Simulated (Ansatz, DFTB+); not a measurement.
# Longitudinal phonon frequency at L of fcc Cu: levels of theory against measurement

Reference value: 247 cm⁻¹ (measured, temperature not stated, not corrected to a static lattice; as tabulated in He et al. (2014), arXiv:1309.4805).

Q: Put these levels in order of the longitudinal phonon frequency at L that they give for fcc Cu, smallest first: GFN1-xTB (DFTB+), LDA (Ansatz, a quantum-chemistry and plane-wave program), PBE (Ansatz), r²SCAN (Ansatz).

A: GFN1-xTB (161 cm⁻¹), PBE (242 cm⁻¹), r²SCAN (258 cm⁻¹), LDA (274 cm⁻¹)

Unless a cell is named, each level is at its own relaxed cell (GFN1-xTB 13.63, LDA 10.89, PBE 11.95, r²SCAN 11.44 Å³/atom).

Differences against the reference: GFN1-xTB -35 %, LDA +10.9 %, PBE -2.0 %, r²SCAN +4.5 %.

The measured value isn't corrected to a static lattice, so vibrations enter the comparison.  GFN1-xTB: the method was fitted mainly to molecules. Each level is taken at its own relaxed cell. Cutoffs differ between the levels. Ansatz's density-functional and Hartree–Fock values are scalar-relativistic unless marked +SOC, with PAW data made under PBE.

Differences are worked out from the printed values.
